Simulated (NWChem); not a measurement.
Correlation energy of ClNa

```
Na
Cl 1 2.3404
```
Charge 0, spin multiplicity 1.

The numbers come from NWChem runs, not from measurements. Structure: optimised with B3LYP/def2-SVP, a minimum by its harmonic frequencies.

Basis set: 3-21G. Each correlation energy counts from its own Hartree-Fock reference.

The correlated methods keep 6 core orbitals frozen. The structure started from a generated list of species. Coupled-cluster values serve here as a point of comparison, not as the truth.

Question: For the correlation energy, MP2 gives -47.9 mHa and SCS-MP2 gives -47.3 mHa. What do CR-CCSD[T], CR-CCSD(T), CCSD give?

Answer: CR-CCSD[T]: -54.8 mHa; CR-CCSD(T): -54.7 mHa; CCSD: -54.2 mHa.
